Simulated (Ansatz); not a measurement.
We consider 1T (CdI2-type) ZrSe2, described by PBEsol in Ansatz (PAW).

Run with plane-wave cutoff 520 eV, 12×12×6 k mesh (along the axes of the cell as run), Fermi–Dirac smearing 0.01 eV, scalar-relativistic PAW data made under PBE.

Cell (measured lattice):

```
CELL_PARAMETERS angstrom
      3.77000     0.00000     0.00000
     -1.88500     3.26492     0.00000
      0.00000     0.00000     6.12800
ATOMIC_POSITIONS crystal
  Zr 0.00000 0.00000 0.00000
  Se 0.33333 0.66667 0.25600
  Se 0.66667 0.33333 0.74400
```

### Question
What does this level give for the band gap and smallest direct gap on the k points sampled?

### Answer

* **band gap**: 0.18 eV
* **smallest direct gap on the k points sampled**: 0.98 eV

Measured, for comparison: band gap 1.18 eV (temperature not stated, no zero-point or thermal correction, fundamental, indirect, our sources range from 0.90 to 1.20; as tabulated in Rybak et al. (2022), arXiv:2210.12074).

Note: cell and atoms aren't relaxed at this level (pressure -0.9 GPa).

Spin–orbit coupling is not included.

The computed numbers hold no vibrational or temperature effects.

Ansatz is a quantum-chemistry and plane-wave program.
